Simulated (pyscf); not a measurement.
Optimised with ωB97X-D3(BJ)/def2-SVP in PySCF. MP2 and CC: frozen core, UHF for open shells. ΔMP2 is the change of the MP2 total energy from the triple- to the quadruple-zeta basis.

SMILES: S[S][Cu]
```xyz
4

S      1.0012    -0.8136    -0.6413
S      0.1169     0.6294    -1.8995
Cu    -0.4896     1.7679    -0.2047
H     -0.0124    -1.7049    -0.6235
```
Charge 0, spin multiplicity 1.

What is the homolytic dissociation enthalpy (298 K, CCSD(T)/def2-TZVPP + ΔMP2(QZVPP)) of the S–S bond of HS–S–Cu, to SH• + [S–Cu]•?

S–S to SH• + [S–Cu]•: 60.0 kcal/mol. The CCSD(T) − MP2 part came from Ansatz, without density fitting, on the same reference. The frozen core leaves the outer d or s,p core shells of the metals and heavy elements correlated in the MP2 and CC values, and def2-TZVPP describes them poorly, which can shift differences by a few kcal/mol. Left out: the spin-orbit lowering of SH. The term symbol of open-shell •S–Cu was not checked; spin-orbit terms are left out. Open-shell species with a d-block atom are single-reference here; other states, and whether the spin sits on metal or ligand, were not checked.
